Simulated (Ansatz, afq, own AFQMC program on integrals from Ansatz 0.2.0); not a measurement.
Integrals from Ansatz 0.2.0, then the random walk in our own AFQMC program (afq).

```yaml
crystal:
  periodic: [false, false, false]
  atoms:
    - {symbol: B, position_ang: [0.000000, 0.000000, 0.095674]}
    - {symbol: C, position_ang: [0.000000, 0.000000, -1.368483]}
    - {symbol: H, position_ang: [0.000000, 0.000000, 1.272810]}
basis:
  gaussian: {orbitals: 6-31G}
magnetization: {spin_polarized: false}
correlation: {method: ccsd_t, electrons: outside_noble_gas, hamiltonian_folder: ham}
```

```sh
$ ansatz run in.yaml --threads 1 --pin off --events-out ev --progress --plain --max-ram 16896MiB --backend cuda --devices 0, --max-vram 18GiB
```

afq runs on the folder ham with

```
--method phaseless --trial cisd --walkers 4000 --populations 20 --least-time 60 --time-step 0.005 --steps-per-block 50 --equilibration-blocks 28 --max-blocks 4000 --target-error 0.00017 --factor-cut 1e-05 --seed 9065 --release-times 0.24,0.51,0.99,1.62,2.4 --release-step 0.03 --release-every 3 --taylor-order 6
```

Times are imaginary, in 1/Eh. The walk had a cap of 122 s. With eight or more populations the least sampling time is a fifth of least-time, and the error comes from their spread.

afq prints:

```
orbitals 18  electrons 4 4  factors 112 of 285
reference energy -62.86728990 Eh
CCSD correlation -0.13792524 Eh in 16 cycles, weight of the determinant in the CISD state 0.8811
energy of the start -63.005219 Eh
 block  time / (1/Eh)  mean weight  energy / Eh
     1     0.250  0.9999  -63.003963
     2     0.500  1.0000  -63.004486
     3     0.750  0.9999  -63.005371
     4     1.000  1.0000  -63.006165
     5     1.250  0.9999  -63.006987
    12     3.000  0.9999  -63.008990
    19     4.750  1.0001  -63.009112
    26     6.500  0.9999  -63.010543
    33     8.250  0.9998  -63.010802
    37     9.250  1.0000  -63.008861
    40    10.000  1.0003  -63.010040
    47    11.750  0.9997  -63.010377
    54    13.500  0.9999  -63.011418
    58    14.500  0.9998  -63.012441
    61    15.250  0.9999  -63.010436
    68    17.000  1.0001  -63.011386
    75    18.750  0.9997  -63.010913
    78    19.500  1.0000  -63.010238
error from the spread of 20 populations
released: time / (1/Eh)  energy / Eh  error  mean overlap
  0.24  -63.010774  0.000145  1.0023
  0.51  -63.010676  0.000145  1.0048
  0.99  -63.011053  0.000182  1.0041
  1.62  -63.011229  0.000194  1.0052
  2.40  -63.011127  0.000237  1.0080
energy -63.010493 +/- 0.000126 Eh
(rows thinned)
```

The run passed its tests (sampling time, drift between the halves within three errors, error under three times the target), which doesn't prove that it has relaxed. The second half of the sampling lies below the first by 1.7 errors of their difference, so the energy may still be moving and its error bar be too small.

Against this walk (error 3.4 meV) on the same determinant: CCSD(T) 27.0 meV higher, CCSDT(Q) 47.1 meV lower, CCSDTQ 70.3 meV lower, full CI 73.4 meV lower. The error is statistical and leaves out the bias of the constraint. Released to 2.40 1/Eh the energy lies 17 ± 7 meV (both errors) below the phaseless value, which shows part or all of the bias of the constraint, and full CI lies 56.1 meV below the released value. Full CI is exact here, so the walk's 73 meV above it is the walk's own error: the bias of the constraint with this trial, or a walk that hasn't relaxed. The determinant is a poor start (see the cautions), so the low cluster orders aren't to be relied on, and full CI is the sure value.

Cautions: constraint bias not in the error; higher spins were not checked; restricted determinant unstable towards unrestricted (UHF 925 meV lower, ⟨S²⟩ 1.00); the CCSDTQ amplitudes may be one of several solutions (largest double 0.95); the released energy hasn't reached full CI (56 meV above it at 2.40 1/Eh); the determinant fills πx and πy unequally, so it mixes two states of the linear molecule, and each level undoes that mixture to a different degree, while full CI gives the lower state, and by Hund's rule a triplet of that filling probably lies lower still; CCSDTQ on the UHF determinant differs (800 meV lower), perhaps since the unrestricted series falls towards higher spin.

The walk took 21 s on 1 × NVIDIA H100 80GB HBM3 with 2 threads of AMD EPYC 7R13 Processor (Zen 3), with other jobs on the host (the card was shared). The log's last line is the phaseless energy.

CCSDT and higher add their correlation energy to the determinant of the CCSD(T) run, since their own runs factorise the integrals more tightly (a shift of under 2 meV).
